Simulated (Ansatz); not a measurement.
Consider the substitution at a C–C bond: `C=CC(=C)CF` + H–F → `C=C(F)CF` + `C=C`.

Gas-phase electronic energies from Ansatz, PBE0-D4/def2-TZVP geometries. CBS: MP2 limit from def2 TZ/QZ plus the TZ coupled-cluster correction, frozen cores. This one scheme is used for every species. DFT in def2-TZVPP. B3LYP here is the variant with VWN-RPA as its local correlation; programs differ in this. One conformer a species, not always the lowest.

```csv
level,ΔE (kcal/mol)
PBE-D4,14.2
r2SCAN-D4,13.6
B3LYP-D4,13.4
B3LYP,10.7
```

Question: What does CCSD(T)/CBS give? (An estimate is asked.)

Answer: Computed: +16.8 kcal/mol. The listed levels differ from it by -2.6, -3.2, -3.4, -6.1 kcal/mol.

Largest T1 diagnostic among the species: 0.012.

The D4 term adds +2.7 kcal/mol with B3LYP and +1.5 kcal/mol with PBE0; it sums over pairs of atoms, weighted by their polarisabilities, and B3LYP, whose exchange is more repulsive, gets the larger term. From PBE to PBE0 (25 % exact exchange), in def2-TZVPP and without D4, ΔE moves by +0.9 kcal/mol. In def2-TZVPP, CCSD(T) changes the Hartree–Fock value by +6.7 kcal/mol (the triples alone add +1.0 kcal/mol) and MP2 by +10.1 kcal/mol.
